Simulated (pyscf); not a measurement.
One four-centre exchange on the singlet surface with elements of a group swapped. ωB97M-D3(BJ)/def2-TZVP, kcal/mol, from the separated reactants. Single points on ωB97X-D3(BJ)/def2-SVP structures (PySCF, gas phase).

```
step                                   barrier  reaction energy  imaginary mode (i cm⁻¹)
-------------------------------------  -------  ---------------  -----------------------
H₃C–CH₃ + Cl–ZnH -> H₃C–CH₂–ZnH + HCl        ?                ?                      941
H₃C–CH₃ + F–ZnH → H₃C–CH₂–ZnH + HF        37.0            +29.7                     1013
```

Q: What belongs in the gaps?

A: 
- H₃C–CH₃ + Cl–ZnH -> H₃C–CH₂–ZnH + HCl, barrier: 50.8
- H₃C–CH₃ + Cl–ZnH -> H₃C–CH₂–ZnH + HCl, reaction energy: +42.8

Row 1: On the product side the descent ends in a complex, 4.2 kcal/mol under the separated species and 10.1 kcal/mol under the saddle at ωB97X-D3(BJ)/def2-TZVP. Each row is the saddle that its search found. Elements up to Kr have no core potential and no relativistic terms here.
